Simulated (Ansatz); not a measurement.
Molecule: HO2, net charge -1, singlet state. It need not be the lowest isomer of its formula. Whether it binds its extra electron was not tested at this geometry. 
Coordinates optimised at B3LYP-D3(BJ)/def2-TZVP (Ansatz, a first-principles code):
```
O
H 1 0.9626
O 1 1.5224 2 98.36
```
Charge -1, spin multiplicity 1.

Basis-set convergence of Hartree-Fock and CCSD(T) correlation energies (hartree) with Ansatz. Cores are frozen in the correlated levels unless marked. Spin-orbit coupling is left out. No relativistic terms.

```
basis        functions       E(HF)  E(corr, CCSD(T))  rough core time
-----------  ---------  ----------  ----------------  ---------------
def2-SVPD           54  -150.04547          -0.44173       under 20 s
def2-TZVPPD         97  -150.22327          -0.53446       under 20 s
def2-QZVPPD        165  -150.22879          -0.56968             22 s
```

Extrapolating the two largest sets (X = 3 and 4) as X^-3: E(corr) = (64·(-0.56968) - 27·(-0.53446))/37 = -0.5954 Eh, an estimate of the basis-set limit. The largest set recovers 95.7 % of it, the smallest 74.2 %.
